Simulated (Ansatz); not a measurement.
A made-up structure of C2H5Mg (charge -1), singlet:

C1  (-1.157, 1.043, -1.033)
Mg2  (-0.043, 0.108, -0.303)
C3  (0.858, -0.803, 0.881)
H4  (-1.893, 0.507, -1.648)
H5  (-0.841, 2.074, -1.245)
H6  (1.180, -0.073, 1.720)
H7  (1.737, -1.234, 0.320)
H8  (0.158, -1.621, 1.307)
(Å)

It is relaxed with PBE-D4/def2-SVPD and then PBE0-D4/def2-TZVPD (Ansatz 0.2.0). Atoms count as bonded within 1.22 times the sum of their covalent radii (H–H: 0.88 Å). The end point is not checked to be a true minimum.

Q: Does its bonding change? (Judge from chemistry; the calculation decides.)

A: The calculation gives: No: no bond forms or breaks.

Where it ends: The first stage lowers the energy by 3.44 eV in 7 steps. It ends as C₂H₅Mg ([CH2][Mg][CH3]), total charge -1:
```
8
angstrom
C -1.4068 1.2800 -1.3022
Mg -0.0862 0.1442 -0.3320
C 1.0589 -0.9911 1.0879
H -2.1789 0.8686 -1.9664
H -1.2061 2.3206 -1.5905
H 1.4100 -0.3642 1.9193
H 1.9468 -1.4610 0.6464
H 0.4622 -1.7970 1.5375
```

The highest PBE0 orbital of the anion lies well above zero, so the extra electron may be unbound in the gas phase

Labels in which every atom is bracketed show which atoms are joined, not bond orders.

For scale, one of the runs: PBE0-D4/def2-TZVPD relaxation, 154 basis functions, launched by `ansatz run in.yaml --threads 2 --pin off --events-out ev --progress --plain --max-ram 4352MiB`. The run took about 9.5 s on 2 CPU threads of an Intel Xeon 6975P-C (shared host).
